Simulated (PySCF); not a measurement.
**PH3S (SMILES [PH3]=S) at wB97X-V/STO-6G**

Aim: the vertical singlet–triplet gap of PH3S at wB97X-V/STO-6G, from 2 runs. 

Program for the calculation: PySCF 2.14.0.

11 further runs of the same task are left out: 1 that didn't finish, 10 set aside as unsound or not needed.

## (1) Starting point

PH3S: 5 atoms, total charge 0, spin state singlet. As SMILES, `[PH3]=S`. The shape is that of a GFN2-xTB optimisation.

Bond lengths: P1–S2 1.914 Å, P1–H3 1.394 Å, P1–H4 1.394 Å, P1–H5 1.394 Å. Angles: S2–P1–H3 118.2°, S2–P1–H4 118.2°, S2–P1–H5 118.2°, H3–P1–H4 99.6°, H3–P1–H5 99.4°, H4–P1–H5 99.4°.

## (2) The energy at wB97X-V/STO-6G

Input file input.py:

```python
from pyscf import gto, dft

system = gto.M(
    atom='''
P      0.014967    -0.012472     0.014475
S      2.384249    -1.778497     2.099977
H     -2.205008     0.872921     1.123518
H     -1.006222    -1.278551    -2.058271
H      0.812034     2.196580    -1.179699
''',
    spin=0,
    unit='bohr',
    max_memory=1860,
    basis='sto-6g',
    verbose=3,
)

myscf = dft.RKS(system)
myscf.xc = 'wb97x-v'
myscf.conv_tol = 1e-10
myscf.grids.level = 5
myscf.nlcgrids.level = 1
myscf.kernel()
if not myscf.converged:
    myscf = myscf.newton().run(myscf.mo_coeff, myscf.mo_occ)

e_final = myscf.e_tot
print('E(%s) = %.9f' % ('WB97X-V', e_final))
```

The run is started by

```sh
$ OMP_NUM_THREADS=1 python input.py
```

The program printed:

```text
converged SCF energy = -738.53147435905
E(WB97X-V) = -738.531474359
```

Run time: 18 s. Hardware: 1 thread of Arm Neoverse V2, shared host; peak memory 0.2 GiB.

## (3) The triplet

Input file input.py:

```python
from pyscf import gto, dft

mol = gto.M(
    atom='''
P      0.014967    -0.012472     0.014475
S      2.384249    -1.778497     2.099977
H     -2.205008     0.872921     1.123518
H     -1.006222    -1.278551    -2.058271
H      0.812034     2.196580    -1.179699
''',
    max_memory=1860,
    charge=0,
    spin=2,
    verbose=3,
    basis='sto-6g',
    unit='bohr',
)

mf = dft.UKS(mol)
mf.xc = 'wb97x-v'
mf.conv_tol = 1e-10
mf.grids.level = 5
mf.nlcgrids.level = 1
mf.kernel()
if not mf.converged:
    mf = mf.newton().run(mf.mo_coeff, mf.mo_occ)

etot = mf.e_tot
print('E = %.10f Eh' % etot)
```

The run is started by

```sh
$ OMP_NUM_THREADS=1 python input.py
```

The program printed:

```text
WARN: HOMO 0.167903141770824 >= LUMO -0.272276908286285

converged SCF energy = -738.311493394443  <S^2> = 2.0024914  2S+1 = 3.0016605
E = -738.3114933944 Eh
```

Run time: 59 s. Hardware: 1 thread of Arm Neoverse V2, shared host; peak memory 0.21 GiB.

## (4) What came out

Level: wB97X-V/STO-6G.

```
                                        quantity          value
                           singlet: total energy  -738.53147 Eh
                          singlet: dipole moment         3.93 D
                            singlet: HOMO energy       -4.13 eV
                            singlet: LUMO energy        9.23 eV
                          singlet: HOMO–LUMO gap       13.36 eV
                           triplet: total energy  -738.31149 Eh
                          triplet: dipole moment         2.22 D
                                   triplet: ⟨S²⟩          2.002
vertical energy of the triplet above the singlet       5.986 eV
```

**Reading.** At this shape the triplet lies 5.99 eV (138 kcal/mol) above the singlet. In a minimal basis such a difference can be off by several eV, whatever the method. Mulliken charges (triplet) run from -0.18 on S2 to +0.44 on P1.
